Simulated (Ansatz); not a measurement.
# C3H6S2 (1,2-dithiolane) at CAM-B3LYP/def2-SVP

Aim: the vertical ionisation energy of C3H6S2 (1,2-dithiolane) at CAM-B3LYP/def2-SVP, from 2 runs. 

The results are computed with Ansatz 0.2.0.

34 further runs of the same task are left out: 34 set aside as unsound or not needed. Runs told in other sessions of the task aren't counted.

## Step 1: The structure to begin with

The species is C3H6S2 (11 atoms), meant as a singlet with charge 0. SMILES: `C1CSSC1`. The shape is that of a PBE0-D4/def2-TZVP optimisation. This is one conformer, not always the lowest.

Bond lengths: C1–C2 1.538 Å, C2–S3 1.809 Å, S3–S4 2.051 Å, C1–C5 1.537 Å, S4–C5 1.809 Å, C1–H6 1.092 Å, C1–H7 1.092 Å, C2–H8 1.091 Å, C2–H9 1.092 Å, C5–H10 1.092 Å, C5–H11 1.091 Å. Some angles: C1–C2–S3 108.9°, C2–C1–C5 111.8°, C2–S3–S4 91.1°, S3–S4–C5 91.1°, C1–C5–S4 108.9°, C1–C2–H8 110.9°, C1–C2–H9 112.3°, S3–C2–H8 108.4°, S3–C2–H9 107.5°, C2–C1–H6 110.1°.

## Step 2: A single-point energy at CAM-B3LYP/def2-SVP

The input, input.yaml:

```yaml
crystal:
  periodic: [false, false, false]
  atoms:
    - symbol: C
      position_ang: [-0.396550, 0.604500, 0.214440]
    - symbol: C
      position_ang: [-0.012890, -0.551730, 1.152530]
    - symbol: S
      position_ang: [1.365860, -1.467590, 0.422440]
    - symbol: S
      position_ang: [0.497060, -1.377810, -1.432750]
    - symbol: C
      position_ang: [0.126470, 0.379240, -1.213670]
    - symbol: H
      position_ang: [0.010150, 1.545120, 0.591820]
    - symbol: H
      position_ang: [-1.484250, 0.701350, 0.205070]
    - symbol: H
      position_ang: [-0.849150, -1.238940, 1.286410]
    - symbol: H
      position_ang: [0.310830, -0.198400, 2.133780]
    - symbol: H
      position_ang: [-0.608550, 0.656870, -1.972070]
    - symbol: H
      position_ang: [1.041010, 0.947370, -1.387980]
basis:
  gaussian: {orbitals: def2-SVP}
hamiltonian: {xc: {name: CAM-B3LYP}}
accuracy: high
output: {orbitals: {seedname: orbitals}}
```

Launch:

```
$ ansatz run input.yaml --threads 1 --pin off --max-ram 3480MiB --events-out events.jsonl --progress --plain --runs-dir runs
```

Standard output:

```text
Warning: RAYON_NUM_THREADS=1 ignored (pool sized by the plan → 1); use --threads N
Functional definition: CAM-B3LYP
  name "CAM-B3LYP"
  parameter alpha = 0.19
  parameter beta = 0.46
  parameter omega = 0.33/bohr
  parameter ac = 0.81
  exchange = (1 - alpha - beta)*b88_x + beta*b88_x_sr(omega) + alpha*exact_x + beta*exact_x_lr(omega)
  correlation = (1 - ac)*vwn5_c + ac*lyp_c
2573 factors; integrals over basis functions are off by at most 3.9e-9 eV
463 factors; integrals over basis functions are off by at most 1.9e-9 eV
mean field evaluation 1: about -24865.0441 eV, gradient 3.8e1 eV
mean field evaluation 2: about -24864.9238 eV, gradient 3.9e1 eV
mean field evaluation 4: about -24868.6301 eV, gradient 7.8e-1 eV
mean field evaluation 8: about -24868.8747 eV, gradient 1.0e-1 eV
mean field evaluation 16: about -24868.8747 eV, gradient 2.2e-5 eV
mean field -24868.87471106 eV, -913.9142889026 hartree, gradient 7.5e-8 eV, S^2 0.000000; 0 other end points of the search recorded, 0 dependent functions left out
reference -24868.87473133 eV, -913.9142896476 hartree; 28, 28 occupied and 80, 80 virtual orbitals, 2573 factors
Total energy: -24868.87473133 eV, -913.9142896476 hartree
```

Run time: 16 s. Hardware: 1 thread of Intel Xeon Platinum 8175M at 2.50GHz (Skylake/Cascade Lake), shared host; peak memory 0.52 GiB.

## Step 3: The doublet cation at the same level

The input, molecule.yaml:

```yaml
crystal:
  periodic: [false, false, false]
  atoms:
    - {symbol: C, position_ang: [-0.396550, 0.604500, 0.214440]}
    - {symbol: C, position_ang: [-0.012890, -0.551730, 1.152530]}
    - {symbol: S, position_ang: [1.365860, -1.467590, 0.422440]}
    - {symbol: S, position_ang: [0.497060, -1.377810, -1.432750]}
    - {symbol: C, position_ang: [0.126470, 0.379240, -1.213670]}
    - {symbol: H, position_ang: [0.010150, 1.545120, 0.591820]}
    - {symbol: H, position_ang: [-1.484250, 0.701350, 0.205070]}
    - {symbol: H, position_ang: [-0.849150, -1.238940, 1.286410]}
    - {symbol: H, position_ang: [0.310830, -0.198400, 2.133780]}
    - {symbol: H, position_ang: [-0.608550, 0.656870, -1.972070]}
    - {symbol: H, position_ang: [1.041010, 0.947370, -1.387980]}
basis:
  gaussian:
    orbitals: def2-SVP
total_charge: 1
magnetization:
  spin_polarized: true
  initial_magnetization: 1
hamiltonian:
  xc: {name: CAM-B3LYP}
accuracy: high
output:
  orbitals: {seedname: orbitals}
```

Launch:

```
$ ansatz run molecule.yaml --threads 1 --pin off --max-ram 3480MiB --events-out events.jsonl --progress --plain --runs-dir runs
```

Standard output (excerpt; [...] marks lines left out):

```text
Warning: RAYON_NUM_THREADS=1 ignored (pool sized by the plan → 1); use --threads N
Functional definition: CAM-B3LYP
  name "CAM-B3LYP"
[...]
2574 factors; integrals over basis functions are off by at most 3.9e-9 eV
463 factors; integrals over basis functions are off by at most 1.9e-9 eV
[...]
mean field -24860.63419818 eV, -913.6114556402 hartree, gradient 9.0e-8 eV, S^2 0.754787; 2 other end points of the search recorded, 0 dependent functions left out
reference -24860.63421678 eV, -913.6114563235 hartree; 28, 27 occupied and 80, 81 virtual orbitals, 2574 factors
Total energy: -24860.63421678 eV, -913.6114563235 hartree
```

It took 34 s on 1 thread of Intel Xeon Platinum 8175M at 2.50GHz (Skylake/Cascade Lake), shared host; peak memory 0.74 GiB.

## Step 4: What came out

At CAM-B3LYP/def2-SVP:

| quantity | value |
| --- | --- |
| singlet C3H6S2: total energy | -913.91429 Eh |
| singlet C3H6S2: HOMO energy | -7.23 eV |
| singlet C3H6S2: LUMO energy | 1.10 eV |
| singlet C3H6S2: HOMO–LUMO gap | 8.33 eV |
| doublet cation: total energy | -913.61146 Eh |
| doublet cation: HOMO energy (highest over α and β) | -14.69 eV |
| doublet cation: LUMO energy (lowest over α and β) | -9.25 eV |
| doublet cation: ⟨S²⟩ | 0.755 |
| vertical ionisation energy (to the doublet cation) | 8.241 eV |

In words: The vertical ionisation energy comes to 8.24 eV (795 kJ/mol). −ε(HOMO) before ionisation, 7.23 eV, is 1.01 eV below this ionisation energy.
